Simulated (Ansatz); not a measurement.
**SiNH2F (SMILES N[Si]F) at 6 levels**

We compute a comparison of 6 runs (HF/STO-3G, B3LYP/STO-3G, BHLYP/STO-3G, CAM-B3LYP/STO-3G, wB97X/STO-3G, MP2/STO-3G) of SiNH2F. 

The results are computed with Ansatz 0.2.0.

69 further runs of the same task are left out: 69 set aside as unsound or not needed.

### 1 The system as given

SiNH2F has 5 atoms, charge 0, and is taken as a singlet. As SMILES, `N[Si]F`. The H4–N1 distance was set to 2.021 Å, away from the relaxed value. At this shape a bond of the SMILES string is far longer than usual.

Bond lengths: N1–Si2 1.702 Å, Si2–F3 1.622 Å, N1–H5 1.008 Å. Angles: N1–Si2–F3 98.5°, Si2–N1–H5 122.2°.

### 2 A single-point energy at HF/STO-3G (run 1)

The input, job.yaml:

```yaml
crystal:
  periodic: [false, false, false]
  atoms:
    - symbol: "N"
      position_ang: [-0.927984, -0.629373, -0.241303]
    - symbol: Si
      position_ang: [-0.370584, -2.003073, 0.594897]
    - symbol: F
      position_ang: [1.058716, -1.418273, 1.091297]
    - symbol: H
      position_ang: [0.085400, 1.109600, -0.420900]
    - symbol: H
      position_ang: [-1.822384, -0.610373, -0.706203]
basis:
  gaussian:
    orbitals: STO-3G
hamiltonian:
  xc: hf
accuracy: high
```

Run with:

```sh
$ ansatz run job.yaml --threads 1 --pin off --max-ram 2610MiB --events-out events.jsonl --progress --plain --runs-dir runs
```

Log:

```text
Warning: RAYON_NUM_THREADS=1 ignored (pool sized by the plan → 1); use --threads N
Functional definition: HF
  name "HF"
  exchange = exact_x
  correlation = 0
381 factors; integrals over basis functions are off by at most 3.7e-8 eV
mean field evaluation 1: about -11923.2142 eV, gradient 2.5e1 eV
mean field evaluation 2: about -11923.2785 eV, gradient 2.5e1 eV
mean field evaluation 4: about -11926.0708 eV, gradient 3.3e0 eV
mean field evaluation 8: about -11926.1654 eV, gradient 2.1e-2 eV
mean field evaluation 16: about -11912.5891 eV, gradient 4.0e1 eV
mean field -11926.16307000 eV, -438.2784089788 hartree, gradient 2.3e-8 eV, S^2 0.000000; 0 other end points of the search recorded, 0 dependent functions left out
reference -11926.16307000 eV, -438.2784089788 hartree; 16, 16 occupied and 5, 5 virtual orbitals, 381 factors
Total energy: -11926.16307000 eV, -438.2784089788 hartree
```

Run time: 0.12 s. Hardware: 1 thread of Arm Neoverse V1, shared host.

### 3 The energy at B3LYP/STO-3G (run 2)

The input, molecule.yaml:

```yaml
crystal:
  periodic: [false, false, false]
  atoms:
    - symbol: N
      position_ang: [-0.927984, -0.629373, -0.241303]
    - symbol: Si
      position_ang: [-0.370584, -2.003073, 0.594897]
    - symbol: F
      position_ang: [1.058716, -1.418273, 1.091297]
    - symbol: H
      position_ang: [0.085400, 1.109600, -0.420900]
    - symbol: H
      position_ang: [-1.822384, -0.610373, -0.706203]
basis:
  gaussian:
    orbitals: STO-3G
hamiltonian:
  xc: {name: B3LYP}
accuracy: high
```

Run with:

```sh
$ ansatz run molecule.yaml --threads 1 --pin off --max-ram 2610MiB --events-out events.jsonl --progress --plain --runs-dir runs
```

Log:

```text
Warning: RAYON_NUM_THREADS=1 ignored (pool sized by the plan → 1); use --threads N
Functional definition: B3LYP
  name "B3LYP"
  parameter a0 = 0.2
  parameter ax = 0.72
  parameter ac = 0.81
  exchange = (1 - a0 - ax)*slater_x + ax*b88_x + a0*exact_x
  correlation = (1 - ac)*vwn_rpa_c + ac*lyp_c
381 factors; integrals over basis functions are off by at most 3.7e-8 eV
mean field evaluation 1: about -11955.3464 eV, gradient 3.7e1 eV
mean field evaluation 2: about -11929.4166 eV, gradient 9.1e1 eV
mean field evaluation 4: about -11959.9968 eV, gradient 1.4e1 eV
mean field evaluation 8: about -11960.9259 eV, gradient 2.0e-1 eV
mean field evaluation 16: about -11960.9262 eV, gradient 4.0e-6 eV
mean field -11960.92617402 eV, -439.5559294884 hartree, gradient 5.9e-8 eV, S^2 0.000000; 0 other end points of the search recorded, 0 dependent functions left out
reference -11960.92620106 eV, -439.5559304818 hartree; 16, 16 occupied and 5, 5 virtual orbitals, 381 factors
Total energy: -11960.92620106 eV, -439.5559304818 hartree
```

Wall time 1.2 s (1 thread of Arm Neoverse V1, shared host); peak memory 0.096 GiB.

Runs 3 to 5 aren't shown in full; the table further down has their settings and results.

### 4 The energy at MP2/STO-3G (run 6)

The input, in.yaml:

```yaml
crystal:
  periodic: [false, false, false]
  atoms:
    - {symbol: "N", position_ang: [-0.927984, -0.629373, -0.241303]}
    - {symbol: Si, position_ang: [-0.370584, -2.003073, 0.594897]}
    - {symbol: F, position_ang: [1.058716, -1.418273, 1.091297]}
    - {symbol: H, position_ang: [0.085400, 1.109600, -0.420900]}
    - {symbol: H, position_ang: [-1.822384, -0.610373, -0.706203]}
basis:
  gaussian:
    orbitals: STO-3G
correlation:
  method: mp2
  frozen_orbitals: {F: 1, H: 0, "N": 1, Si: 5}
accuracy: high
```

Run with:

```sh
$ ansatz run in.yaml --threads 1 --pin off --max-ram 2610MiB --events-out events.jsonl --progress --plain --runs-dir runs
```

Log (excerpt; [...] marks lines left out):

```text
Warning: RAYON_NUM_THREADS=1 ignored (pool sized by the plan → 1); use --threads N
Functional definition: HF
  name "HF"
[...]
381 factors; integrals over basis functions are off by at most 3.7e-8 eV
[...]
mean field -11926.16307000 eV, -438.2784089788 hartree, gradient 2.3e-8 eV, S^2 0.000000; 2 other end points of the search recorded, 0 dependent functions left out; unrestricted orbitals would lower it
[...]
unrestricted determinant -11928.83355835 eV, -438.3765476154 hartree, S^2 0.9021
7 core orbitals not correlated: weight in the atoms' cores, before any rotation towards them, 1.000 or more for the frozen orbitals, at most 0.000 for the correlated occupied ones
reference -11926.16307000 eV, -438.2784089788 hartree; 9, 9 occupied and 5, 5 virtual orbitals, 381 factors
second order -4.51034460 eV of doubles, -0.00000000 eV of singles
Total energy: -11930.67341460 eV, -438.4441610855 hartree
```

Run time: 0.2 s. Hardware: 1 thread of Arm Neoverse V1, shared host.

### 5 Overview of the runs

```csv
run,level,frozen core orbitals,energy (Eh),wall time
1,HF/STO-3G,–,-438.278409,0.12 s
2,B3LYP/STO-3G,–,-439.555930,1.2 s
3,BHLYP/STO-3G,–,-439.477147,1.3 s
4,CAM-B3LYP/STO-3G,–,-439.455962,1.5 s
5,wB97X/STO-3G,–,-439.504604,6 s
6,MP2/STO-3G,7,-438.444161,0.2 s
```

### 6 What came out

| quantity | value |
| --- | --- |
| run 6: total energy | -438.44416 Eh |
| run 6: correlation energy (7 core orbitals frozen) | -165.8 mEh |

In words: Totals of different functionals can't be ranked against each other. In run 6 the log says that unrestricted orbitals would lower the reference, so the values rest on an unstable closed-shell determinant (other closed-shell runs at this shape may share the fault). In runs 1, 2, 3, 4, 5, 6 the basis is minimal, so the values are rough. In runs 1, 2, 3, 4, 5, 6 a closed-shell determinant meets a far-stretched bond, which it describes badly. All runs together took 10 s, the longest 6 s.
